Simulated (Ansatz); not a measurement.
Rock-salt TiN, treated with PBEsol (plane waves, PAW; Ansatz, an electronic-structure program).

Run with plane-wave cutoff 520 eV, 26×26×26 k mesh, Fermi–Dirac smearing 0.071 eV (set by the program), no spin polarisation, scalar-relativistic PAW data made under PBE.

Computed at the level's own relaxed cell.

```yaml
crystal:
  lattice:
    - [0.00000, 2.10205, 2.10205]
    - [2.10205, 0.00000, 2.10205]
    - [2.10205, 2.10205, 0.00000]
  atoms:
    - { symbol: Ti, position: [0.00000, 0.00000, 0.00000] }
    - { symbol: N, position: [0.50000, 0.50000, 0.50000] }
```

Q: Give the elastic tensor (Voigt notation, GPa, ions relaxed, in the Cartesian axes of the cell as printed).

A: 
```
  644.1   128.2   128.2     0.0     0.0     0.0
  128.2   644.1   128.2     0.0     0.0     0.0
  128.2   128.2   644.1     0.0     0.0     0.0
    0.0     0.0     0.0   173.3     0.0     0.0
    0.0     0.0     0.0     0.0   173.3     0.0
    0.0     0.0     0.0     0.0     0.0   173.3
```

Measured, for comparison: elastic constant C11 625 GPa, elastic constant C12 165 GPa, elastic constant C44 163 GPa (temperature not stated, not corrected to a static lattice; as tabulated in X. Wang et al., RSC Advances (2016)). Computed (rounded) less measured: elastic constant C11 +3 %, elastic constant C12 -22 %, elastic constant C44 +6 %. A static lattice is as a rule a little smaller and stiffer than an uncorrected measurement, which narrows the difference in the elastic constant C11, elastic constant C44 and would widen misses of the other sign.
